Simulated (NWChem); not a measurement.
# Correlation energy of hydrogen isocyanide (CHN)

SMILES: [C-]#[NH+]
```xyz
3

C      0.0000     0.0000     0.7490
N      0.0000     0.0000    -0.4352
H      0.0000     0.0000    -1.4477
```
Charge 0, spin multiplicity 1.

The numbers come from NWChem runs, not from measurements. All single points use one geometry, from PBE/def2-SVP, a minimum by its harmonic frequencies.

Basis set: def2-SVP. Each correlation energy counts from its own Hartree-Fock reference.

The correlated methods keep 2 core orbitals frozen. Coupled-cluster values serve here as a point of comparison, not as the truth.

Task: One of these methods gave a correlation energy of -274.5 mHa. Which?
(A) SCS-MP2
(B) CCSD
(C) MP2
(D) CR-CCSD[T]

Result: C, MP2. The others give -269.4 (SCS-MP2), -298.0 (CR-CCSD[T]), -287.4 (CCSD).
